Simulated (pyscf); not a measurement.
# Routes from HO–SiH(OH)–OH

Candidate steps break at most two bonds and form at most two. Each was searched with GFN2-xTB (tblite) first. Optimised with ωB97X-D3(BJ)/def2-SVP in PySCF. MP2 and CC: frozen core, UHF for open shells. ΔMP2 is the change of the MP2 total energy from the triple- to the quadruple-zeta basis. Energies: CCSD(T)/def2-TZVPP + ΔMP2(QZVPP), kcal/mol, from the reactant's lowest minimum found, singlet surface.

| products | type | ΔE‡ | ΔE | ΔG‡ 298 K | ΔG‡ 900 K | ν‡ (cm⁻¹) |
|---|---|---|---|---|---|---|
| H₂O + O=SiH–OH | elimination | 52.0 | +67.3 | – | – | 746i |
| HO–SiH(OH)–OH | concerted two-bond exchange | 123.9 | 0.0 | 119.2 | 121.9 | 1677i |

A dash marks a saddle under its separated products, whose escape then sets the rate. Row 1: On the product side the descent ends in an adduct with a O–Si contact, 21.0 kcal/mol under the separated species and 3.0 kcal/mol under the saddle at ωB97X-D3(BJ)/def2-TZVP. 

Plain bond fissions and candidates not yet searched are not listed, and one of them may be faster. Each barrier is that of the saddle found; lower ones may exist. One closed-shell reference is unstable to symmetry breaking; treat the single-reference values with care. The CCSD(T) − MP2 part came from Ansatz, without density fitting, on the same reference.
